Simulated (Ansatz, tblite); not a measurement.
**The cluster GeF2: removing and adding an electron**

The task here is to estimate one member of a computed series from the others.

Computed with Ansatz 0.2.0, Gaussian basis. Level: as each input shows.

The runs, in order: charge +1 doublet, at the geometry of the singlet (PBE0-D4/def2-TZVP, PBE-D4/def2-TZVP, r2SCAN-D4/def2-TZVP, CCSD(T)/def2-TZVPP); charge -1 doublet, at the geometry of the singlet (PBE0-D4/def2-TZVPD, PBE-D4/def2-TZVPD, r2SCAN-D4/def2-TZVPD, CCSD(T)/def2-TZVPD); the starting singlet's energies come from earlier runs.

### The geometry

The geometry is that of the singlet, from an earlier relaxation (PBE0-D4/def2-TZVP). At that level it is the lowest of the isomers that a small search found.

3 atoms, charge 0, spin multiplicity 1.

Atoms are counted from 1 here; the program's logs count them from 0.

Bond lengths: Ge1–F2 1.745 Å, Ge1–F3 1.745 Å. Angles: F2–Ge1–F3 97.2°.

As a file:

```csv
atom,x (Å),y (Å),z (Å)
Ge1,0.2561,-0.5921,0.4194
F2,-0.7688,0.7578,0.8334
F3,0.5128,-0.1657,-1.2528
```

The first run:

Input file in.yaml:

```yaml
crystal:
  periodic: [false, false, false]
  atoms:
    - {symbol: Ge, position_ang: [0.256071, -0.592133, 0.419410]}
    - {symbol: F, position_ang: [-0.768823, 0.757811, 0.833413]}
    - {symbol: F, position_ang: [0.512752, -0.165668, -1.252833]}
basis:
  gaussian: {orbitals: def2-TZVP}
total_charge: 1
magnetization: {spin_polarized: true, initial_magnetization: 1}
hamiltonian: {xc: pbe0, dispersion: d4}
output: {orbitals: {seedname: orbitals}}
```

On the command line:

```
ansatz run in.yaml --threads 4 --pin off --events-out ev --progress --plain --max-ram 3916MiB
```

Among the steps run: Charge +1 doublet at the fixed geometry, PBE0-D4/def2-TZVP; Charge +1 doublet at the fixed geometry, PBE-D4/def2-TZVP; Charge +1 doublet at the fixed geometry, r2SCAN-D4/def2-TZVP; Charge +1 doublet at the fixed geometry, CCSD(T)/def2-TZVPP; Charge -1 doublet at the fixed geometry, PBE0-D4/def2-TZVPD; Charge -1 doublet at the fixed geometry, PBE-D4/def2-TZVPD; Charge -1 doublet at the fixed geometry, r2SCAN-D4/def2-TZVPD; Charge -1 doublet at the fixed geometry, CCSD(T)/def2-TZVPD.

One table of the session follows, with a row left open; its other results are not shown here.

It belongs to the step «Vertical electron affinity». 

| method | vertical electron affinity (eV) |
| --- | --- |
| HF/def2-TZVPD | 0.23 |
| PBE-D4/def2-TZVPD | 0.43 |
| r2SCAN-D4/def2-TZVPD | 0.58 |
| PBE0-D4/def2-TZVPD | 0.55 |
| MP2/def2-TZVPD | 0.35 |
| CCSD/def2-TZVPD | 0.43 |
| CCSD(T)/def2-TZVPD | ? |

**Question.** Estimate the row for CCSD(T)/def2-TZVPD.

The run gave: vertical electron affinity (eV): 0.42. In the column «vertical electron affinity (eV)» it lies between MP2/def2-TZVPD (0.35) and PBE-D4/def2-TZVPD (0.43).

Limits of these values: The anion's highest level is positive in at least one run, so there the basis alone may hold the extra electron.
